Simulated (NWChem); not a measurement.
A series in which one site is exchanged, each optimised at PBE0/def2-SVP with NWChem, gas phase unless a solvent is named. For some, no frequency run checked for a minimum. def2 effective core potentials on Zr; no spin-orbit coupling.

A: [TiH3][Cl] (TiH$_{3}$Cl; site = Ti)
B: CCl (CH₃Cl; site = C)
C: [ZrH3][Cl] (ZrH3Cl; site = Zr)
D: [Cl][GeH3] (GeH3Cl; site = Ge)

```
quantity                                               A      B      C      D
-----------------------------------------------------  -  -----  -----  -----
dipole (D), PBE0/def2-SVP                              …   1.87   0.72   1.96
orbital gap (eV), PBE0/def2-SVP                        …   9.59   6.13   8.50
vertical ionisation energy, ΔSCF, B3LYP/def2-SVP (eV)  …  11.17  10.80  11.09
static polarisability, B3LYP/def2-SVPD (bohr³)         …   29.5   63.8   46.9
lowest singlet excitation, B3LYP/def2-SVPD, TDA (eV)   …   7.19   4.00   6.54
```

Task: What belongs in the gaps?

Result: 
- dipole (D), PBE0/def2-SVP, A: 0.56
- orbital gap (eV), PBE0/def2-SVP, A: 6.04
- vertical ionisation energy, ΔSCF, B3LYP/def2-SVP (eV), A: 11.29
- static polarisability, B3LYP/def2-SVPD (bohr³), A: 57.9
- lowest singlet excitation, B3LYP/def2-SVPD, TDA (eV), A: 3.27
